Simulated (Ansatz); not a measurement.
## Molecular dynamics of BF2H

Input:

```yaml
crystal:
  periodic: [false, false, false]
  atoms:
    - { symbol: B, position_ang: [-0.340354, -4.0e-05, 0.348016] }
    - { symbol: H, position_ang: [0.843298, -3.7e-05, 1.006883] }
    - { symbol: F, position_ang: [1.546923, 5.8e-05, 0.070609] }
    - { symbol: F, position_ang: [-0.926167, 1.9e-05, -0.77671] }
basis:
  gaussian: { orbitals: def2-mTZVP }
hamiltonian:
  xc: r2scan
  dispersion: d4
md:
  timestep: 0.5
  n_steps: 200
  ensemble: nve
  temperature: 100.0
  initial_velocities: maxwell_boltzmann
  seed: 7338
```

Run as:

```bash
$ ansatz run input.yaml --threads 1 --pin off --max-ram 2048MiB --backend cpu --events-out ev --progress --plain --runs-dir out
```

It starts at the highest image of a converged band. Of that band: Neighbouring images differ by up to 2.5 eV, so the band resolves the path poorly. A vibrational analysis at the climbing image gives one clearly imaginary mode, 1170i cm⁻¹: a first-order saddle point.

Output, in part (one step line in 7, the closing report, with atoms numbered from 0):

```
md step     0: t =     0.00 fs  T =   100.0 K  F+E_penalty+E_count = -6124.56997886 eV  E_kin = 0.025852 eV  conserved = -6124.54412686 eV  (27 SCF iters)
md step     7: t =     3.50 fs  T =   127.3 K  F+E_penalty+E_count = -6124.57700795 eV  E_kin = 0.032902 eV  conserved = -6124.54410598 eV  (29 SCF iters)
md step    14: t =     7.00 fs  T =   245.3 K  F+E_penalty+E_count = -6124.60758538 eV  E_kin = 0.063408 eV  conserved = -6124.54417694 eV  (28 SCF iters)
md step    21: t =    10.50 fs  T =   417.6 K  F+E_penalty+E_count = -6124.65203377 eV  E_kin = 0.107957 eV  conserved = -6124.54407643 eV  (29 SCF iters)
md step    28: t =    14.00 fs  T =   741.5 K  F+E_penalty+E_count = -6124.73593243 eV  E_kin = 0.191694 eV  conserved = -6124.54423892 eV  (30 SCF iters)
md step    35: t =    17.50 fs  T =  1063.6 K  F+E_penalty+E_count = -6124.81926330 eV  E_kin = 0.274954 eV  conserved = -6124.54430888 eV  (28 SCF iters)
md step    42: t =    21.00 fs  T =  1324.0 K  F+E_penalty+E_count = -6124.88642809 eV  E_kin = 0.342289 eV  conserved = -6124.54413866 eV  (29 SCF iters)
md step    49: t =    24.50 fs  T =  1527.3 K  F+E_penalty+E_count = -6124.93889761 eV  E_kin = 0.394835 eV  conserved = -6124.54406252 eV  (30 SCF iters)
md step    56: t =    28.00 fs  T =  1694.2 K  F+E_penalty+E_count = -6124.98223817 eV  E_kin = 0.437997 eV  conserved = -6124.54424157 eV  (25 SCF iters)
md step    63: t =    31.50 fs  T =  1778.7 K  F+E_penalty+E_count = -6125.00421980 eV  E_kin = 0.459830 eV  conserved = -6124.54438995 eV  (29 SCF iters)
md step    70: t =    35.00 fs  T =  1807.0 K  F+E_penalty+E_count = -6125.01160192 eV  E_kin = 0.467151 eV  conserved = -6124.54445115 eV  (29 SCF iters)
md step    77: t =    38.50 fs  T =  1785.4 K  F+E_penalty+E_count = -6125.00591878 eV  E_kin = 0.461573 eV  conserved = -6124.54434530 eV  (28 SCF iters)
md step    84: t =    42.00 fs  T =  1727.5 K  F+E_penalty+E_count = -6124.99066728 eV  E_kin = 0.446591 eV  conserved = -6124.54407666 eV  (29 SCF iters)
md step    91: t =    45.50 fs  T =  1693.3 K  F+E_penalty+E_count = -6124.98170139 eV  E_kin = 0.437742 eV  conserved = -6124.54395986 eV  (29 SCF iters)
md step    98: t =    49.00 fs  T =  1670.3 K  F+E_penalty+E_count = -6124.97588042 eV  E_kin = 0.431801 eV  conserved = -6124.54407901 eV  (29 SCF iters)
md step   105: t =    52.50 fs  T =  1671.2 K  F+E_penalty+E_count = -6124.97638714 eV  E_kin = 0.432043 eV  conserved = -6124.54434390 eV  (28 SCF iters)
md step   112: t =    56.00 fs  T =  1653.1 K  F+E_penalty+E_count = -6124.97180034 eV  E_kin = 0.427360 eV  conserved = -6124.54444059 eV  (28 SCF iters)
md step   119: t =    59.50 fs  T =  1621.3 K  F+E_penalty+E_count = -6124.96352412 eV  E_kin = 0.419126 eV  conserved = -6124.54439856 eV  (30 SCF iters)
md step   126: t =    63.00 fs  T =  1579.5 K  F+E_penalty+E_count = -6124.95259700 eV  E_kin = 0.408329 eV  conserved = -6124.54426846 eV  (29 SCF iters)
md step   133: t =    66.50 fs  T =  1526.9 K  F+E_penalty+E_count = -6124.93877562 eV  E_kin = 0.394740 eV  conserved = -6124.54403512 eV  (29 SCF iters)
md step   140: t =    70.00 fs  T =  1509.3 K  F+E_penalty+E_count = -6124.93413752 eV  E_kin = 0.390172 eV  conserved = -6124.54396596 eV  (28 SCF iters)
md step   147: t =    73.50 fs  T =  1505.4 K  F+E_penalty+E_count = -6124.93330267 eV  E_kin = 0.389187 eV  conserved = -6124.54411521 eV  (29 SCF iters)
md step   154: t =    77.00 fs  T =  1521.1 K  F+E_penalty+E_count = -6124.93763246 eV  E_kin = 0.393244 eV  conserved = -6124.54438831 eV  (27 SCF iters)
md step   161: t =    80.50 fs  T =  1516.5 K  F+E_penalty+E_count = -6124.93651586 eV  E_kin = 0.392054 eV  conserved = -6124.54446217 eV  (28 SCF iters)
md step   168: t =    84.00 fs  T =  1494.2 K  F+E_penalty+E_count = -6124.93065532 eV  E_kin = 0.386289 eV  conserved = -6124.54436676 eV  (29 SCF iters)
md step   175: t =    87.50 fs  T =  1464.8 K  F+E_penalty+E_count = -6124.92288848 eV  E_kin = 0.378668 eV  conserved = -6124.54422005 eV  (28 SCF iters)
md step   182: t =    91.00 fs  T =  1427.6 K  F+E_penalty+E_count = -6124.91309119 eV  E_kin = 0.369074 eV  conserved = -6124.54401682 eV  (25 SCF iters)
md step   189: t =    94.50 fs  T =  1425.8 K  F+E_penalty+E_count = -6124.91259408 eV  E_kin = 0.368610 eV  conserved = -6124.54398395 eV  (29 SCF iters)
md step   196: t =    98.00 fs  T =  1433.5 K  F+E_penalty+E_count = -6124.91474494 eV  E_kin = 0.370598 eV  conserved = -6124.54414739 eV  (29 SCF iters)
md step   200: t =   100.00 fs  T =  1440.5 K  F+E_penalty+E_count = -6124.91662707 eV  E_kin = 0.372394 eV  conserved = -6124.54423316 eV  (26 SCF iters)
Total energy: -6124.91663767 eV, -225.0865348167 hartree
Atom 0 at    -2.058337     0.004482     0.173479 Å, force     0.050970    -0.000575    -0.024014 eV/Å
Atom 1 at     3.378885    -0.193633     0.306466 Å, force    -0.788350     0.191273    -0.260606 eV/Å
Atom 2 at     2.505331     0.017948     0.017062 Å, force     0.770008    -0.191453     0.261383 eV/Å
Atom 3 at    -1.041582    -0.010173    -0.586690 Å, force    -0.032628     0.000755     0.023236 eV/Å
Dipole moment:     0.586134    -0.097005    -0.001307 e Å
```

All steps were run. The conserved energy stayed within 0.09 meV per atom of its start (net change -0.026 meV per atom), so the integration is sound. The kinetic energy rose, since the run started high on the potential surface and went downhill. It ends in pieces (BF + FH), so much of that is their flight and rotation, not heat. A run of 0.1 ps of so small a system gives no equilibrium averages. The orbitals stay closed-shell, which can raise the energy where a bond breaks towards radicals; this wasn't checked here.

Between its relaxed ends the band would form H2–F3 and break B1–H2, B1–F3. These pairs go: H2–F3 1.17 → 0.94 Å, B1–H2 1.35 → 5.44 Å, B1–F3 1.91 → 4.57 Å. In the last frame they stand as after the step (other bonds may differ from the relaxed reactants and products). It ends as BF + FH. Pairs count as bonded within 1.25 times the sum of covalent radii (0.12 Å more for H–H).

Last frame:

```xyz
4
Properties=species:S:1:pos:R:3
B -2.058 0.004 0.173
H 3.379 -0.194 0.306
F 2.505 0.018 0.017
F -1.042 -0.010 -0.587
```

Run time: 4.6 min on 1 thread of Arm Neoverse V2, with other jobs on the host, peak memory 0.11 GiB.
